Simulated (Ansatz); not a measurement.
# BH− (quartet): wave-function methods side by side at distance B1–H2 = 1.485 Å, aug-cc-pVTZ

One table from this session's results is given with a row withheld; the runs are named, their logs left out.

Method: aug-cc-pVTZ, core rule «outside noble gas», up to 1 orbitals frozen; program: Ansatz 0.2.0, Gaussian basis.

The runs, in order: UHF; CCSD(T) on ROHF; CCSD(T) on UHF; BCCD(T) on ROHF; CCSDT(Q) on ROHF; CCSDT(Q) on UHF; CASSCF and MRCISD+Q, 5 electrons in 5 orbitals; CASSCF and NEVPT2, 5 electrons in 5 orbitals.

9 further runs of the same task are left out: 9 that didn't finish.

## The system

The geometry derives from a PBE0/def2-TZVPD stationary point (not a proven minimum). One bond is set to the value named and the two fragments are kept rigid.

2 atoms, charge -1, spin multiplicity 4.

Atoms are counted from 1 here; the program's logs count them from 0.

No contacts short enough for the rule that draws bonds.

The first run:

The input, in.yaml:

```yaml
crystal:
  periodic: [false, false, false]
  atoms:
    - {symbol: B, position_ang: [0.000000, 0.000000, 0.000000]}
    - {symbol: H, position_ang: [0.000000, 0.000000, 1.485000]}
basis:
  gaussian: {orbitals: aug-cc-pVTZ}
total_charge: -1
magnetization: {spin_polarized: true, initial_magnetization: 3}
hamiltonian: {xc: hf}
output: {orbitals: {seedname: orbitals}}
```

Started as:

```
$ ansatz run in.yaml --threads 1 --pin off --events-out ev --progress --plain --max-ram 2816MiB --backend cpu
```

Steps of the session up to this table: UHF; CCSD(T) on ROHF; CCSD(T) on UHF; BCCD(T) on ROHF; CCSDT(Q) on ROHF; CCSDT(Q) on UHF; CASSCF and MRCISD+Q, 5 electrons in 5 orbitals; CASSCF and NEVPT2, 5 electrons in 5 orbitals.

One table of the session follows, with a row left open; its other results are not shown here.

It belongs to the step «Misses and costs». 

| method | from UCCSDT(Q) (meV) |
| --- | --- |
| ROHF | +2567.3 |
| UHF | ? |
| RMP2 | +599.2 |
| UMP2 | +604.1 |
| RCCSD | +132.5 |
| UCCSD | +132.2 |
| RCCSD(T) | +29.9 |
| UCCSD(T) | +29.7 |
| BCCD(T) | +29.7 |
| RCCSDT | +4.5 |
| UCCSDT | +4.2 |
| RCCSDT(Q) | +0.6 |
| UCCSDT(Q) | 0 |
| CASSCF valence | +1999.2 |
| NEVPT2 valence | +624.3 |
| MRCISD valence | +157.2 |
| MRCISD+Q valence | +57.2 |

Q: Estimate the row for UHF from the others.

As computed: from UCCSDT(Q) (meV): +2541.9. In the column «from UCCSDT(Q) (meV)» it lies between CASSCF valence (+1999.2) and ROHF (+2567.3).

To keep in mind: Restricted and unrestricted rows rest on different reference determinants; where their highest levels disagree by more than a few hundredths of an eV, they describe different states and don't form one ladder.
